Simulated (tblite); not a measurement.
C5H9S (doublet state).
SMILES with atom numbers: `[CH2:1]=[C:2][CH2:3][CH2:4][CH2:5][SH:6]` (hydrogens: H7, H8 on C1; H9, H10 on C3; H11, H12 on C4; H13, H14 on C5; H15 on S6)

Structure optimised with GFN2-xTB, isolated species. This method treats the open shell by occupation alone, without spin polarisation.

(1) Give the optimised bond lengths and angles.

## Answers

(1) 
```csv
bond,length (pm)
C1=C2,129.3
C2–C3,145.9
C3–C4,153.6
C4–C5,151.9
C5–S6,182.6
C1–H7,108.1
C1–H8,109.4
"C3–H9, C3–H10",109.8
"C4–H11, C4–H12",109.2
"C5–H13, C5–H14",109.0
S6–H15,133.1
```

Bonds in one row agree within 1 pm and their mean is given. A selection of angles:
```csv
angle,degrees
C2–C1–H7,122.2
C2–C1–H8,123.9
H7–C1–H8,113.8
C1–C2–C3,143.0
C2–C3–C4,112.1
C2–C3–H9,108.8
C4–C3–H9,108.8
H9–C3–H10,107.7
C3–C4–C5,110.9
C3–C4–H11,109.5
C5–C4–H11,109.5
H11–C4–H12,108.1
C4–C5–S6,112.3
C4–C5–H13,111.2
S6–C5–H13,108.3
S6–C5–H14,104.7
H13–C5–H14,109.0
C5–S6–H15,96.3
```

Dihedral angles: C1–C2–C3–C4 -127° (anticlinal); C2–C3–C4–C5 62° (synclinal); C3–C4–C5–S6 178° (antiperiplanar); H15–S6–C5–C4 64° (synclinal). The mirror-image conformer, all signs reversed, is as good.

The 4 C–C bonds span 1.293 Å (C1=C2, drawn double) to 1.536 Å (C3–C4, drawn single), a spread of 0.243 Å. Of the pairs four or more bonds apart, C2···H13 is among the closest relative to their van der Waals radii: 2.67 Å, 92 % of the sum of Bondi's values. C1 (carbon bonded to C and 2 H) is planar (angles 123.9°, 122.2° and 113.8°, sum 360.0°, 0.00 Å off the plane of its three neighbours).

Point group: C1 (no symmetry element, even within 0.4 Å). Its GFN2-xTB frequencies are all real (lowest 38 cm⁻¹). Torsions: C1–C2–C3–C4 -127°, C2–C3–C4–C5 62°, C3–C4–C5–S6 178°, C4–C5–S6–H 64°.

All values are computed, not measured.
